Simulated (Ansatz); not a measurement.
## triplet LiB: levels of theory in one basis

```xyz
2

Li    0.0000    0.0000   -1.1492
B     0.0000    0.0000    1.1492
```

Basis set: def2-SVP (spherical functions). Correlated methods keep 1 orbital frozen. Correlation on ROHF uses semicanonical orbitals with singles. Charge 0, multiplicity 3.

Computed with Ansatz (development build ahead of 0.2.0); each method stands on the lowest determinant of its kind that the runs found.

```tsv
method	E − E(ROHF) (eV)	<S²> of the determinant
ROHF	0.00	2.00
UHF	-0.06	2.01
ROHF-MP2	-1.32	–
UHF-MP2	-1.33	2.01
ROHF-CCSD(T)	-1.88	–
UHF-CCSD(T)	-1.88	2.01
```

Problem. Is a single determinant a sound starting point here?

Solution. By this sign, yes. Unrestricted orbitals gain 0.06 eV and <S²> is 2.01 against 2.00 for a pure state.
